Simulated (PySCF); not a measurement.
Bonds (- single, = double, # triple, : aromatic): F1-C2 1.347 Å, C2-C3 1.512 Å, C3-C4 1.556 Å, C4-C5 1.526 Å, C5-C6 1.512 Å, C5-C2 1.510 Å, C6-C2 1.481 Å. C3 carries H7, H8; C4 carries H9, H10; C5 carries H11; C6 carries H12, H13. Stereochemistry as in F[C@@]12CC[C@@H]1C2. H12 is cis to C4 on the ring; H8, H9 are cis to C6 on the ring; H13 is trans to C4 on the ring; H7, H10 are trans to C6 on the ring.

Geometry: PBE0-D3(BJ)/def2-SVP; GIAO shifts from PySCF, gas phase, non-relativistic, averaged over equivalent atoms.

At PBE/pcSseg-1 (137 basis functions, 25 s wall time on 1 thread of an Arm Neoverse N1, shared host):
| atoms | δ (ppm) |
| --- | --- |
| F1 | -209.9 |
| C2 | 79.4 |
| C3 | 32.4 |
| C5 | 26.7 |
| C4 | 22.9 |
| C6 | 22.4 |
| H7 | 2.40 |
| H11 | 2.13 |
| H8 | 1.99 |
| H10 | 1.96 |
| H13 | 1.10 |
| H9 | 0.80 |
| H12 | 0.47 |

Shifts are taken against calculated references (same method and geometry level): ¹⁹F (σref 144.73) against CFCl3; ¹³C (σref 180.03), ¹H (σref 31.20) against TMS.

Question: Estimate the result of repeating the calculation with wB97X-D/pcSseg-1.

Answer: 
| atoms | δ at wB97X-D/pcSseg-1 | change |
| --- | --- | --- |
| F1 | -192.7 | +17.2 |
| C2 | 75.8 | -3.6 |
| C3 | 30.6 | -1.8 |
| C5 | 24.1 | -2.6 |
| C4 | 20.9 | -2.0 |
| C6 | 21.2 | -1.2 |
| H7 | 2.39 | -0.01 |
| H11 | 2.12 | -0.01 |
| H8 | 1.93 | -0.06 |
| H10 | 1.87 | -0.09 |
| H13 | 1.14 | +0.04 |
| H9 | 0.79 | -0.01 |
| H12 | 0.57 | +0.10 |

Scale: CFCl3 for ¹⁹F (σref 187.16); ¹³C (σref 184.54), ¹H (σref 31.38) against TMS (reference shieldings calculated alike).

The largest change is at F1 (fluorine on an sp3 carbon). Cost: 137 basis functions, 24 s wall time on 1 thread of an Arm Neoverse N1, shared host. The order of the carbon signals changes between the two levels.

Unscaled 19F shifts against computed CFCl3 carry errors that often reach 10 to 50 ppm.
